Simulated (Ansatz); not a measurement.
# Relaxing GeBr

The calculation used DFT r2SCAN, scalar-relativistic, plane waves, PAW (Ansatz 0.2.0). Cutoff 500 eV, Γ-centred k mesh, Gaussian smearing, no spin polarisation in the final step.

The start puts GeBr on the caesium chloride structure type (Pm-3m, No. 221), with Ge in place of Cs, Br in place of Cl, at a guessed volume.

```xyz
2
Lattice="3.6510 0.0000 0.0000 0.0000 3.6510 0.0000 0.0000 0.0000 3.6510" Properties=species:S:1:pos:R:3 pbc="T T T"
Ge    0.0000    0.0000    0.0000
Br    1.8255    1.8255    1.8255
```

Cell and atoms relax at zero pressure; the relaxation can't lower the symmetry of the start.

The zero of energy is the elements' standard structures at the same level; no fitted shifts are applied.

(1) Describe the relaxed structure.

(2) What are its volume, energy, density and gap?

## Answers

(1) It keeps Pm-3m (No. 221). The result has the caesium chloride structure. Conventional cell: a = 3.605 Å. Ge is coordinated by 8 Br at 3.12 Å and 6 Ge at 3.61 Å; Br is coordinated by 8 Ge at 3.12 Å and 6 Br at 3.61 Å.

```cif
data_structure
_symmetry_space_group_name_H-M 'Pm-3m'
_symmetry_Int_Tables_number 221
_cell_length_a 3.6051
_cell_length_b 3.6051
_cell_length_c 3.6051
_cell_angle_alpha 90.000
_cell_angle_beta 90.000
_cell_angle_gamma 90.000
_cell_volume 46.85
loop_
_atom_site_label
_atom_site_type_symbol
_atom_site_symmetry_multiplicity
_atom_site_Wyckoff_symbol
_atom_site_fract_x
_atom_site_fract_y
_atom_site_fract_z
_atom_site_occupancy
Ge1 Ge 1 a 0.00000 0.00000 0.00000 1
Br1 Br 1 b 0.50000 0.50000 0.50000 1
```

(2) The volume per atom is 23.43 Å³, the density is 5.41 g/cm³ and the energy over the elements is 0.37 eV/atom. The gap on the 16×16×16 mesh is 0 eV (a metal).

The final run used a 16×16×16 mesh on its 2-atom cell and 0.10 eV smearing. The k mesh leaves about 4 meV/atom of noise in metals. A structure relaxed within its symmetry needn't be a true minimum.

Cost: 2 runs of about 1.2 core-minutes in all, on Arm Neoverse V2 (shared hosts).